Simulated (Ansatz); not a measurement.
Mulliken charges of C$_{2}$H$_{6}$N$_{2}$ (`N/C=C\N`) from PBE/def2-TZVPP in Ansatz (PBE0-D4/def2-TZVP geometry).

```tsv
atom	x (Å)	y (Å)	z (Å)	charge (e)
N1	-0.341	0.948	-1.131	-0.315
C2	-0.287	-0.409	-0.777	-0.067
C3	0.095	-0.817	0.433	-0.067
N4	0.535	0.077	1.422	-0.316
H5	-0.420	1.097	-2.124	0.149
H6	0.449	1.470	-0.772	0.150
H7	-0.623	-1.126	-1.515	0.084
H8	0.125	-1.872	0.670	0.084
H9	0.579	-0.337	2.339	0.149
H10	-0.029	0.918	1.458	0.150
```

Task: By hand: the dipole of these point charges (1 e Å = 4.8032 D).

Result: Σ q r = (-0.004, -0.021, -0.006) e Å, of length 0.022 e Å = 0.11 D.

Task: How does the dipole of the full density compare? (Estimate.)

Result: Computed: (0.011, 0.058, 0.018) e Å, 0.30 D; the point charges give 0.37 times that, at 179° from its direction, so they point the opposite way.

Point charges leave out the atoms' own dipoles, such as those of lone pairs, and Mulliken's split depends on the basis, so the two needn't agree.
